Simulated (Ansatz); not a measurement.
Consider the formal hydrolysis of a C–Cl bond: `CC(Cl)Cl` + H₂O → `CC(O)Cl` + HCl.

Gas-phase electronic energies from Ansatz, PBE0-D4/def2-TZVP geometries. CBS: MP2 limit from def2 TZ/QZ plus the TZ coupled-cluster correction, frozen cores. This one scheme is used for every species. DFT in def2-TZVPP. One conformer a species, not always the lowest.

| level | ΔE (kJ/mol) |
| --- | --- |
| r2SCAN0-D4 | -8.3 |
| BHLYP-D4 | -8.2 |

(1) What does CCSD(T)/CBS give? (An estimate is asked.)

(2) What do rigid-rotor, harmonic-oscillator terms from PBE0-D4/def2-TZVP frequencies (298.15 K, 1 bar) make of the CCSD(T)/CBS value? (Best estimate.)

Largest T1 diagnostic among the species: 0.010.

Results:

(1) The calculation gave: +2.0 kJ/mol. The listed levels differ from it by -10.3, -10.2 kJ/mol.

(2) Ansatz gave: ΔZPE = -2.0 kJ/mol, ΔH = -1.0 kJ/mol, ΔS = -8 J/(mol·K), ΔG = +1.5 kJ/mol.

Leaving LDA and LC-ωPBE aside and taking each functional with its dispersion term where it has one, the values, not all of them listed here, spread over 7.8 kJ/mol, from B97M-V to revPBE-D4. LDA lies −5.0 kJ/mol from PBE without D4. The D4 term adds +3.6 kJ/mol with B3LYP and +1.8 kJ/mol with PBE0; it sums over pairs of atoms, weighted by their polarisabilities, and B3LYP, whose exchange is more repulsive, gets the larger term.

B3LYP here is the variant with VWN-RPA as its local correlation; programs differ in this.
